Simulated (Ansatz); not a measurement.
CH₆BSi (`C[B][SiH3]`) radical. The species carries charge 0 and has multiplicity 2. The structure was optimised at the PBE0-D4/def2-TZVP level.

```xyz
9

C    -0.622    1.528   -0.396
B    -0.594    0.102    0.159
Si    0.576   -1.468    0.445
H     0.313    2.087   -0.272
H    -1.465    2.142   -0.070
H    -0.745    1.383   -1.484
H     0.466   -1.862    1.878
H     2.032   -1.329    0.128
H     0.040   -2.582   -0.388
```

Q: What is the dipole moment at PBE/def2-TZVPP? (Estimate.)

A: Ansatz gave: 1.57 D, with components (0.04, 1.43, -0.66) D in this frame, pointing from negative to positive charge.

Q: And with r2SCAN, B3LYP, ωB97M-V? (Best estimate.)

A: The calculation gave: r2SCAN 1.55 D, B3LYP 1.53 D, ωB97M-V 1.58 D.

Q: Give the Mulliken charges with PBE, r2SCAN, ωB97M-V in def2-TZVPP. (An estimate is asked.)

A: Ansatz gave: 
| atom | PBE | r2SCAN | ωB97M-V |
| --- | --- | --- | --- |
| C1 | -0.28 | -0.17 | -0.31 |
| B2 | 0.02 | -0.01 | 0.01 |
| Si3 | 0.06 | 0.18 | 0.02 |
| H4 | 0.12 | 0.08 | 0.13 |
| H5 | 0.12 | 0.08 | 0.13 |
| H6 | 0.11 | 0.07 | 0.11 |
| H7 | -0.05 | -0.07 | -0.03 |
| H8 | -0.06 | -0.09 | -0.04 |
| H9 | -0.05 | -0.07 | -0.03 |

B3LYP here is the variant with VWN-RPA as its local correlation; programs differ in this.
